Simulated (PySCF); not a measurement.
## State search for NH

Unrestricted PBE0; basis H pcseg-1, N pcseg-1; no relativity; PySCF 2.14. Outer shells of the fragments: H 1s1; N 2s2 2p3.

Followed along the bond (rough minima from three points):

```
2Ms+1  unpaired  ⟨S²⟩ at the start  R at minimum (Å)  Te (eV)
    3      π ↑↑               2.00              1.05     0.00
    1      π ↑↓               1.00              1.05     0.63
```

Solutions found at the starting distance of 0.975 Å, counted from the lowest of them; the search is not exhaustive and high or unbound solutions are not listed, so other states can lie among these:

```csv
2Ms+1,unpaired,term,E (eV),⟨S²⟩,⟨Lz²⟩,μ (D)
3,π ↑↑,³Σ⁻,0.00,2.00,0.00,-1.70
1,π ↑↓,mixed,0.63,1.00,2.01,-1.69
1,none,mixed,2.45,0.00,2.00,-1.71
3,"σ ↑, π ↑",³Π,3.69,2.00,1.00,-1.28
1,"σ ↓, π ↑",mixed,4.49,1.01,1.00,-1.46
5,"σ ↑↑, π ↑↑",⁵Σ⁻,9.72,6.00,0.00,3.88
```

A term symbol is given only where ⟨S²⟩ and ⟨Lz²⟩ are close to those of a pure state; real π, δ and φ orbitals otherwise mix terms. A positive dipole means H(−)N(+).

The measured ground state is X ³Σ- (Huber and Herzberg, Constants of Diatomic Molecules (1979)).

Counting both spins, an empty level lies below a filled one in some of these solutions, because spin and occupation are held.
